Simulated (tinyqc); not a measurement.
Worked calculation (part 2 of 2): G0W0 on RHF in the sto-3g basis, for H2F+, spin multiplicity 1. Computed by tinyqc, a small Python program that keeps every step (integrals from PySCF). Command: `OMP_NUM_THREADS=1 python tinyqc.py 28148 28149 out.jsonl` (the two numbers bound the seeds that draw the settings). One thread of a shared host (Intel(R) Xeon(R) Processor @ 2.60GHz), about 0.1 s of CPU time with the checks.

Geometry (angstrom):
```
atom       x        y       z
F     0.0000   0.0000  0.0000
H     0.0000   0.8600  0.5880
H     0.0000  -0.9200  0.6290
```

## Screening: direct RPA

orbital energies (hartree): MO1 -26.5890, MO2 -2.0041, MO3 -1.1261, MO4 -1.0339, MO5 -1.0096, MO6 -0.0704, MO7 0.0837

Given earlier and not repeated: Two-electron integrals over orbitals (pq|rs).

With D = e_a - e_i and K = (ia|jb): diagonalise D^(1/2) (D + 4K) D^(1/2) = Z w^2 Z^T; X + Y = D^(1/2) Z w^(-1/2), each column of Z with its largest component positive (the first on a tie); E_c = (sum w - tr (D + 2K)) / 2.

D^(1/2) (D + 4K) D^(1/2) (hartree^2):
```
          1>6       1>7      2>6      2>7      3>6      3>7      4>6      4>7
1>6  705.2364    0.1776   0.1678  -0.0665   0.0039  -0.1056   0.0069   0.0464
1>7    0.1776  713.1983  -0.0639   0.4697   0.0745  -0.0294   0.0230  -0.1411
2>6    0.1678   -0.0639   4.2897   0.0515  -0.0868   0.3872   0.3127   0.0624
2>7   -0.0665    0.4697   0.0515   4.8498   0.1270   0.1444   0.0885  -0.0530
3>6    0.0039    0.0745  -0.0868   0.1270   1.4031  -0.0520  -0.1221   0.1693
3>7   -0.1056   -0.0294   0.3872   0.1444  -0.0520   2.2484   0.3759   0.0877
4>6    0.0069    0.0230   0.3127   0.0885  -0.1221   0.3759   1.2582  -0.0171
4>7    0.0464   -0.1411   0.0624  -0.0530   0.1693   0.0877  -0.0171   1.4599
5>6    0.0000    0.0000   0.0000   0.0000   0.0000   0.0000   0.0000   0.0000
5>7    0.0000    0.0000   0.0000   0.0000   0.0000   0.0000   0.0000   0.0000

        5>6     5>7
1>6  0.0000  0.0000
1>7  0.0000  0.0000
2>6  0.0000  0.0000
2>7  0.0000  0.0000
3>6  0.0000  0.0000
3>7  0.0000  0.0000
4>6  0.0000  0.0000
4>7  0.0000  0.0000
5>6  0.9727  0.0076
5>7  0.0076  1.2841
```

excitation energies w (hartree): 0.9862  1.0438  1.1195  1.1333  1.2734  1.5064  2.0968  2.2087  26.5562  26.7059

X + Y:
```
           1        2        3       4        5        6        7        8
1>6   0.0000  -0.0002   0.0003  0.0000  -0.0002   0.0008  -0.0008   0.0002
1>7   0.0000  -0.0004  -0.0008  0.0000   0.0004   0.0003   0.0008  -0.0022
2>6   0.0000  -0.0644   0.0466  0.0000   0.0222  -0.2542   0.9212   0.1494
2>7   0.0000  -0.0318  -0.0488  0.0000  -0.0141  -0.0616  -0.1749   0.9549
3>6   0.0000   0.3310   0.6621  0.0000   0.5899  -0.0561  -0.0295   0.0198
3>7   0.0000  -0.2769   0.1796  0.0000   0.0516   0.8315   0.1391   0.0615
4>6   0.0000   0.8705  -0.2129  0.0000  -0.1608   0.2222   0.0773   0.0301
4>7   0.0000  -0.0444  -0.6704  0.0000   0.6903   0.0575   0.0189  -0.0064
5>6   0.9756   0.0000   0.0000  0.0221   0.0000   0.0000   0.0000   0.0000
5>7  -0.0255   0.0000   0.0000  0.9819   0.0000   0.0000   0.0000   0.0000

           9      10
1>6   0.9990  0.0222
1>7  -0.0223  0.9991
2>6   0.0001  0.0000
2>7   0.0000  0.0002
3>6   0.0000  0.0000
3>7   0.0000  0.0000
4>6   0.0000  0.0000
4>7   0.0000  0.0000
5>6   0.0000  0.0000
5>7   0.0000  0.0000
```

RPA correlation energy = -0.053927 hartree

## G0W0 on Hartree-Fock: HOMO

W(p,q,m) = sqrt2 sum_ia (pq|ia) (X+Y)_ia,m; Sigma_c(x) = sum_(i,m) W^2/(x - e_i + w_m) + sum_(a,m) W^2/(x - e_a - w_m); solve x = e_p + Sigma_c(x) by Newton steps; Z = 1/(1 - dSigma/dx); 1 hartree = 27.211386 eV.

The 12 largest terms at x = e_p (hartree; W for the signs of X + Y given):
```
q  m        W       term
5  6  -0.2717     0.0490
5  7  -0.2354     0.0264
5  8  -0.1071     0.0052
5  2  -0.0697     0.0047
2  1  -0.0660     0.0022
5  5   0.0397     0.0012
5  3   0.0350     0.0011
3  4  -0.0341     0.0009
6  1   0.0332    -0.0006
7  4   0.0282  -3.58e-04
2  4  -0.0199   1.86e-04
4  1  -0.0136   1.83e-04
```

Newton steps (hartree):
```
step        x  Sigma_c(x)       Z
0     -1.0096      0.0902  0.9465
1     -0.9242      0.0857  0.9516
2     -0.9240      0.0857  0.9516
3     -0.9240      0.0857  0.9516
```

quasiparticle energy of the HOMO = -25.1422 eV

Hartree-Fock value = -27.4729 eV

## G0W0 on Hartree-Fock: LUMO

As before.

The 12 largest terms at x = e_p (hartree; W for the signs of X + Y given):
```
q  m        W     term
7  5   0.1168  -0.0096
4  6   0.1093   0.0048
3  5   0.1002   0.0043
4  7   0.0984   0.0032
2  7   0.1108   0.0030
6  5  -0.0553  -0.0024
6  7  -0.0662  -0.0021
2  6   0.0683   0.0014
4  2   0.0514   0.0013
4  5  -0.0409   0.0007
7  3   0.0303  -0.0007
4  8   0.0436   0.0006
```

Newton steps (hartree):
```
step        x  Sigma_c(x)       Z
0     -0.0704      0.0058  0.9810
1     -0.0647      0.0057  0.9809
2     -0.0647      0.0057  0.9809
```

quasiparticle energy of the LUMO = -1.7606 eV

Hartree-Fock value = -1.9161 eV
